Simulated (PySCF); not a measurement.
## C3H8O: calculation and literature

Structure with atom numbers: `[CH3:1][CH2:2][CH2:3][OH:4]`. Each H is labelled by its parent atom.

Measured values that the calculation should reproduce: δ 17O O4 0.0 ppm (measured; liquid, neat; K. Matsuzaki, S. Hayashi, W. Nakanishi, RSC Adv. 2024, ESI (observed values from its refs S1-S5)).
δ 17O O4 3.0 ppm (measured; liquid, neat, 295 K; 17O NMR survey of organic solvents and oxofluorinated compounds, PMC5915748).
δ 13C C3 64.2; C2 25.9; C1 10.3; δ 1H H(C3) 3.59; H(C2) 1.59; H(C1) 0.94 ppm (measured; solution, not stated per compound (mostly CDCl3 or CCl4); Pretsch, Buehlmann, Badertscher, Structure Determination of Organic Compounds, 4th ed. (2009)). Coupling constants: 3J(H(C3),H(C2)) 6.6 Hz, 3J(H(C2),H(C1)) 7.6 Hz, 1J(C3,C2) 37.8 Hz, 1J(C2,C1) 34.2 Hz.

How the numbers were obtained: J couplings at B3LYP/pcJ-2 (without the spin–dipole term), NMR shieldings at B97-2/pcSseg-2/GIAO, geometry: PBE0-D3(BJ)/def2-TZVP, in PySCF 2.14 (in vacuum, non-relativistic Hamiltonian, one conformer, fast rotation and ring inversion assumed for equivalent nuclei).

(1) How close does the calculation come?

(2) How far are the unscaled 13C shifts from the references?

(3) How far are the unscaled 1H shifts from the references?

## Answers

(1) 
Reference values: measured (liquid, neat; K. Matsuzaki, S. Hayashi, W. Nakanishi, RSC Adv. 2024, ESI (observed values from its refs S1-S5)).
| atoms | quantity | reference | computed | computed, scaled |
| --- | --- | --- | --- | --- |
| O4 | δ 17O vs H2O | 0.0 | – | 7.4 |

Reference values: measured (liquid, neat, 295 K; 17O NMR survey of organic solvents and oxofluorinated compounds, PMC5915748).
| atoms | quantity | reference | computed | computed, scaled |
| --- | --- | --- | --- | --- |
| O4 | δ 17O vs D2O (external) | 3.0 | – | 7.4 |

Reference values: measured (solution, not stated per compound (mostly CDCl3 or CCl4); Pretsch, Buehlmann, Badertscher, Structure Determination of Organic Compounds, 4th ed. (2009)).
```json
{"atoms": "C3", "quantity": "δ 13C", "reference": "64.2", "computed": "71.5", "computed, scaled": "67.0"}
{"atoms": "C2", "quantity": "δ 13C", "reference": "25.9", "computed": "33.2", "computed, scaled": "29.9"}
{"atoms": "C1", "quantity": "δ 13C", "reference": "10.3", "computed": "12.1", "computed, scaled": "9.6"}
{"atoms": "H(C3)", "quantity": "δ 1H", "reference": "3.59", "computed": "3.52", "computed, scaled": "3.44"}
{"atoms": "H(C2)", "quantity": "δ 1H", "reference": "1.59", "computed": "1.52", "computed, scaled": "1.57"}
{"atoms": "H(C1)", "quantity": "δ 1H", "reference": "0.94", "computed": "0.87", "computed, scaled": "0.96"}
```

Computed shifts are σ(ref) − σ with the named reference compound (TMS for H and C) calculated as an isolated molecule at the same level. The measured values may be among those fitted. Shieldings were converted by linear fits to measured shifts (mostly CDCl3, TMS scale, for H and C): 13C (scatter 2.0 ppm rms, 2.1 ppm with the 1 outlier that the fit left out); 1H (scatter 0.14 ppm rms, 0.16 ppm with the 4 outliers that the fit left out); 17O (scatter 12.8 ppm rms vs liquid water, solution or neat liquid). A few per cent of atoms miss by over 2 rms, more outside the fitted compound classes. Hydrogens on heteroatoms aren't scaled, only referred to computed TMS.

Coupling constants in Hz:
| coupling | reference | computed | source |
| --- | --- | --- | --- |
| 3J(H(C3),H(C2)) | 6.6 | 8.2 | measured; liquid or solution (compiled); DeVience et al., arXiv:2103.01289 (literature column, mostly SDBS) |
| 3J(H(C2),H(C1)) | 7.6 | 8.4 | measured; liquid or solution (compiled); DeVience et al., arXiv:2103.01289 (literature column, mostly SDBS) |
| 1J(C3,C2) | 37.8 | 34.5 | measured; liquid or solution; F. J. Weigert, PhD thesis, Caltech 1968 (Carbon-13 magnetic resonance spectroscopy) |
| 1J(C2,C1) | 34.2 | 32.7 | measured; liquid or solution; F. J. Weigert, PhD thesis, Caltech 1968 (Carbon-13 magnetic resonance spectroscopy) |

(2) Mean signed difference +5.47 ppm, mean absolute 5.47 ppm over 3 comparisons; the largest is +7.3 ppm at C2 (sp3 CH2).

(3) Mean signed difference -0.07 ppm, mean absolute 0.07 ppm over 3 comparisons; the largest is -0.07 ppm at H(C2) (hydrogen on an sp3 CH2).

Chain 3J(H,H) values assume equally populated staggered rotamers: (2 J gauche + J anti)/3.
